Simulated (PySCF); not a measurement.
Gas-phase reaction: SiHCl + SiHCl3 ⇌ 2 HCl + 2 SiCl

Computed with PySCF and rigid-rotor harmonic-oscillator thermochemistry at 1 bar. † marks an energy on the PBE0/def2-TZVP geometry and frequencies; other levels use their own. CCSD(T) freezes the core. Open shells (unrestricted): SiCl (multiplicity 2); the rest are closed-shell singlets. Spin-orbit splitting is ignored; it lowers the true energy and changes the entropy of SiCl. B3LYP is the form with VWN-RPA correlation. SiHCl: computed as isolated molecules; such fragments, hydroxides, amides, oligomers or adducts are transient or little studied in the gas. CCSD(T) isn't extrapolated to the basis-set limit.

```
level              ΔH°(298 K), kJ
-----------------  --------------
B3LYP/def2-TZVP†              [?]
CCSD(T)/def2-SVP†             500
HF/def2-TZVP†                 [?]
PBE0/def2-TZVP                533
r2SCAN/def2-TZVP†             550
```

Question: Complete the blanks.

Answer: 
- B3LYP/def2-TZVP†, ΔH°(298 K), kJ: 506
- HF/def2-TZVP†, ΔH°(298 K), kJ: 461
